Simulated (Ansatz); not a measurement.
A small benchmark: atomisation enthalpy at 298 K

6 molecules with oxygen; the atomisation enthalpy at 298 K in kJ/mol, computed less measured. Shapes, held fixed at every level: PBE0-D4/def2-TZVP. Flexible molecules stand in one conformer, not always the lowest. Thermal terms are harmonic and unscaled (PBE0-D4/def2-TZVP); the spin-orbit lowering of the free atoms is taken from their spectra. Programs: Ansatz 0.2.0. Measured values: Active Thermochemical Tables, CRC Handbook of Chemistry and Physics, NIST-JANAF tables.

Levels: A = SPW92/def2-TZVPP; B = r2SCAN-D4/def2-TZVPP; C = r2SCAN0-D4/def2-TZVPP; D = wB97M-V/def2-TZVPP.

```
                 molecule  from tabulated heats     A    B    C    D
  BOF (fluoro(oxo)borane)                  1501  +243  -11  -71  -19
 B(OH)O (oxoborinic acid)                  1847  +310   -2  -67   -7
SO2F2 (sulfuryl fluoride)                  1693  +535  +30  -91   -2
         C3H3NO (oxazole)                  3542  +696  +19  -81  +17
       C2H5NO (acetamide)                  3484  +592   +6  -70  +13
   C2H6O (dimethyl ether)                  3175  +471   -2  -47   +3
```

Q: Which level does best on this set, which worst, and which err to one side?

A: 
| level | kind | mean error | mean absolute error | worst case |
| --- | --- | --- | --- | --- |
| SPW92/def2-TZVPP | LDA | +474.5 | 474.5 | C3H3NO |
| r2SCAN-D4/def2-TZVPP | meta-GGA | +6.7 | 11.7 | SO2F2 |
| r2SCAN0-D4/def2-TZVPP | global hybrid | -71.2 | 71.2 | SO2F2 |
| wB97M-V/def2-TZVPP | range-separated hybrid | +0.8 | 10.2 | BOF |

On this set wB97M-V/def2-TZVPP has the smallest mean absolute error and SPW92/def2-TZVPP the largest. SPW92/def2-TZVPP is too high in 6 of 6; r2SCAN0-D4/def2-TZVPP is too low in 6 of 6. The tabulated values of BOF, B(OH)O, SO2F2 are in doubt (older tables, estimates, or at odds with other calculations) and kept here. Over the 3 molecules whose values aren't doubted the mean absolute errors are A 586.3; B 9.0; C 66.0; D 11.0. The smallest two are near a tie. For SPW92/def2-TZVPP the error grows with the size of the molecule. The set is small.
